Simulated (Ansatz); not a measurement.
`CN1CN=C1O` and `OC1=NCN1` differ in one atom or group.

Ansatz, PBE0-D4/def2-TZVP geometries, multiplicity 1. Each molecule was computed in one conformer, which needn't be the lowest.

```json
{"property": "size of the dipole moment (ωB97M-V/def2-TZVPP) / D", "`CN1CN=C1O`": "1.87"}
{"property": "HOMO energy (PBE0/def2-TZVPP) / eV", "`CN1CN=C1O`": "-6.71"}
{"property": "LUMO energy (ωB97M-V/def2-TZVPP) / eV", "`CN1CN=C1O`": "2.41"}
{"property": "HOMO energy (B3LYP/def2-TZVPP) / eV", "`CN1CN=C1O`": "-6.50"}
{"property": "HOMO–LUMO gap (B3LYP/def2-TZVPP) / eV", "`CN1CN=C1O`": "7.03"}
{"property": "zero-point energy (PBE0-D4/def2-TZVP) / kJ/mol", "`CN1CN=C1O`": "256.5"}
```

(1) Give the same properties after the change, and the shifts. (An estimate is asked.)

Results:

(1) Ansatz gave: 
```
                                          property  `OC1=NCN1`  shift
size of the dipole moment (ωB97M-V/def2-TZVPP) / D        1.72  -0.15
                HOMO energy (PBE0/def2-TZVPP) / eV       -7.11  -0.40
             LUMO energy (ωB97M-V/def2-TZVPP) / eV        2.32  -0.09
               HOMO energy (B3LYP/def2-TZVPP) / eV       -6.88  -0.38
             HOMO–LUMO gap (B3LYP/def2-TZVPP) / eV        7.38   0.35
    zero-point energy (PBE0-D4/def2-TZVP) / kJ/mol       183.6  -72.9
```

The zero-point energy changes by -72.9 kJ/mol with -9 modes. Dipoles are sizes alone; their direction can turn.

B3LYP here is the variant with VWN-RPA as its local correlation; programs differ in this.
